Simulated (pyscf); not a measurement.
PySCF, gas phase, ωB97X-D3(BJ)/def2-SVP geometries.

**Question.** How much does it cost (ΔH, 298 K, ωB97M-D3(BJ)/def2-TZVP) to split HO–V(Cl)(Cl)(Cl)–Cl at its O–V bond into OH• + [Cl–V(Cl)(Cl)–Cl]•?

**Answer.** O–V to OH• + [Cl–V(Cl)(Cl)–Cl]•: 102.9 kJ/mol. The 7 functionals that were run give +68.6 (M06-2X) to +214.8 kJ/mol (PBE). The radicals are drawn with the spin at the cut bond; how far it spreads was not checked. Left out: the spin-orbit lowering of OH. Open-shell species with a d-block atom are single-reference here; other states, and whether the spin sits on metal or ligand, were not checked.
